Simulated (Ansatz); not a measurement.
This Ansatz (a quantum-chemistry and plane-wave program) input (CCSD(T)/def2-TZVPD) gives -958.67713 Eh with 147 basis functions. A basis named .json is the Basis Set Exchange file of that set (core-valence sets with the plain set on hydrogen).

Ansatz 0.2 input:
```yaml
crystal:
  periodic: [false, false, false]
  atoms:
    - {symbol: C, position_ang: [0.00394345, 0.00524516, 0.76725426]}
    - {symbol: Cl, position_ang: [-0.01752138, 1.48253369, -0.22626440]}
    - {symbol: Cl, position_ang: [0.01529894, -1.48548974, -0.20614288]}
    - {symbol: H, position_ang: [-0.89039947, -0.00050138, 1.37837936]}
    - {symbol: H, position_ang: [0.90452024, 0.01928333, 1.36901878]}
basis:
  gaussian:
    orbitals: def2-TZVPD
magnetization: {spin_polarized: false}
correlation: {method: ccsd_t, electrons: outside_noble_gas}
```

Change:
```diff
- orbitals: def2-TZVPD
+ orbitals: 6-311+G__.json
```

Q: What does the run give now?

A: -958.53018 Eh (CCSD(T)/6-311+G**, 96 functions), a change of +146.95 mEh.
